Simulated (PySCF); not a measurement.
Species: C₃H₅ClO.
InChI=1S/C3H5ClO/c1-5-3-2-4/h2-3H,1H3/b3-2-

A linear-response calculation (PySCF, def2-SVPD basis, gas phase, vertical, core orbitals frozen in the response) gave these numbers; the functional is withheld.

Orbital energies (eV): HOMO-3 -12.14, HOMO-2 -11.76, HOMO-1 -10.60, HOMO -8.47, LUMO 2.15, LUMO+1 2.21, LUMO+2 2.59.

```
state  E (eV)       f  main configurations (H = HOMO, L = LUMO)
   S1    6.03  0.0020                     H→L (70%), H→L+2 (9%)
   S2    6.58   0.011                    H→L+2 (72%), H→L (16%)
   S3    6.60   0.274                               H→L+1 (96%)
   S4    7.43  0.0001                   H→L+3 (65%), H→L+5 (9%)
   S5    7.78  0.0051                               H→L+4 (74%)
   S6    7.81  0.0001                             H-1→L+1 (91%)
```

Triplets (Tamm–Dancoff): T1 4.25 eV, H→L+1 (92%); T2 5.59 eV, H→L (47%), H→L+2 (22%), H→L+4 (10%); T3 6.47 eV, H→L+2 (54%), H→L (35%); T4 7.33 eV, H-1→L+2 (39%), H-1→L (30%), H-1→L+9 (8%).

Vertical ionisation energy by ΔSCF with the same functional: 8.84 eV. Mean static polarisability: 56.1 au.

Problem. Name the functional.
A. HF
B. PBE0
C. PBE
D. wB97X-D

Solution. D. wB97X-D is range-separated, 22% exact exchange at short range and 100% at long range (ω = 0.2 bohr⁻¹). In this run −ε(HOMO) = 8.47 eV differs from the ΔSCF value by -0.37 eV, and S1 differs from the orbital gap of 10.62 eV by -4.59 eV. The ratio −ε(HOMO)/IP is 0.96. Small neutral molecules mostly give 0.89 to 0.99 with wB97X-D, 0.5 to 0.7 with PBE, 0.7 to 0.83 with PBE0; with Hartree–Fock the ratio is 1 or more (Koopmans' value less the relaxation energy is the ΔSCF value).

Theory: PySCF, TDDFT wB97X-D/def2-SVPD, vertical, gas phase, core orbitals frozen in the response. The structure is a single PBE0-D3(BJ)/def2-SVP conformer in the gas phase; no vibrational or solvent corrections.

Shape of the structure used: `[CH3:1][O:2]/[CH:3]=[CH:4]\[Cl:5]`: C1–O2–C3–C4 0°.
